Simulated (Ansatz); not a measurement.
Compare A (`C/C(F)=C(/O)F`) with its isomer B (`CO/C(F)=C/F`).

Calculated with Ansatz (gas phase, PBE0-D4/def2-TZVP geometries, no zero-point term in ΔE). CBS: MP2 limit from def2 TZ/QZ plus the TZ coupled-cluster correction, frozen cores. Double bonds are as drawn, so ΔE can hold a change between cis and trans. DFT in def2-TZVPP. B3LYP here is the variant with VWN-RPA as its local correlation; programs differ in this. One conformer a species, not always the lowest.

Task: Which is lower in electronic energy at CCSD(T)/CBS, and by how much? (Estimate.)

Result: Computed: A, by 15.4 kcal/mol.

Task: Give E(B) − E(A) in kcal/mol with B3LYP-D4, PBE0-D4, r2SCAN-D4, HF/def2-TZVPP, PBE-D4, CCSD(T)/def2-TZVPP, B2PLYP. (An estimate is asked.)

Result: Computed: B3LYP-D4 14.2, PBE0-D4 16.0, r2SCAN-D4 15.6, HF/def2-TZVPP 12.7, PBE-D4 15.5, CCSD(T)/def2-TZVPP 14.8, B2PLYP 14.5. None reverses the order clearly.

Largest T1 diagnostic: 0.012.

In def2-TZVPP, CCSD(T) changes the Hartree–Fock value by +2.1 kcal/mol (the triples alone add +0.1 kcal/mol) and MP2 by +3.2 kcal/mol.
